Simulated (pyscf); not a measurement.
**Insertion: `[Al][Cl]` [singlet] + `[NH3]` -> `[NH2][AlH][Cl]`**

Gas phase, singlet surface, charge 0. Bonds broken: N3–H4. Bonds formed: Al1–N3, Al1–H4. Optimised with ωB97X-D3(BJ)/def2-SVP in PySCF. Correlated levels are frozen-core, on RHF or UHF. ΔMP2 is the change of the MP2 total energy from the triple- to the quadruple-zeta basis.

Transition state (Å):

```xyz
6

Al     0.2323     1.5053    -0.4922
Cl     1.7097     1.5778    -2.0200
N      0.1219    -0.2298     0.2436
H     -1.1130     0.5209    -0.1822
H      0.4674    -1.1551    -0.0432
H     -0.1822    -0.2699     1.2190
```

One imaginary mode, 1497i cm⁻¹; descent along it reached the two sides named, in the forms told below.

```
bond    change  reactant side (Å)  saddle  product side
------  ------  -----------------  ------  ------------
N3–H4   breaks              1.023   1.507           2.9
Al1–N3   forms              2.257   1.888         1.763
Al1–H4   forms                2.8   1.696         1.571
```

Electronic energies relative to the separated reactants (kcal/mol):

| level | barrier | reaction energy | reverse barrier |
|---|---|---|---|
| ωB97X-D3(BJ)/def2-TZVP | 34.5 | -39.1 | 73.7 |
| PBE/def2-TZVP | 25.1 | -33.0 | 58.0 |
| r²SCAN/def2-TZVP | 24.1 | -40.8 | 65.0 |
| B3LYP-D3(BJ)/def2-TZVP | 31.6 | -35.0 | 66.6 |
| PBE0-D3(BJ)/def2-TZVP | 29.5 | -36.2 | 65.7 |
| M06-2X/def2-TZVP | 33.5 | -36.0 | 69.5 |
| ωB97M-D3(BJ)/def2-TZVP | 35.7 | -34.2 | 69.9 |
| HF/def2-TZVP | 53.5 | -35.5 | 89.0 |
| MP2/def2-QZVPP | 30.7 | -39.7 | 70.4 |
| CCSD/def2-TZVPP | 37.5 | -34.9 | 72.5 |
| CCSD(T)/def2-TZVPP | 33.1 | -35.3 | 68.4 |
| CCSD(T)/def2-TZVPP + ΔMP2(QZVPP) | 32.3 | -36.1 | 68.5 |

With CCSD(T)/def2-TZVPP + ΔMP2(QZVPP) energies and thermal terms (ideal gas, 1 atm, RRHO with modes under 100 cm⁻¹ raised to 100, one conformer, R ln 2 for rigid chiral ones), in kcal/mol:

| T (K) | ΔH‡ | ΔG‡ | ΔH | ΔG |
|---|---|---|---|---|
| 298 | 29.2 | 38.0 | -37.9 | -28.8 |
| 600 | 29.5 | 46.8 | -37.1 | -19.9 |
| 900 | 30.1 | 55.3 | -35.9 | -11.6 |
| 1200 | 30.8 | 63.5 | -34.7 | -3.7 |

On the reactant side the descent ends in an adduct with a Al–N contact, 13.8 kcal/mol under the separated species and 48.3 kcal/mol under the saddle at ωB97X-D3(BJ)/def2-TZVP. What is counted as formed (Al–N) is already present as a longer contact in the reactant adduct; forming that adduct is a step of its own. This is the saddle that the search found; another between the same sides may lie lower. The CCSD(T) − MP2 part came from Ansatz, without density fitting, on the same reference.
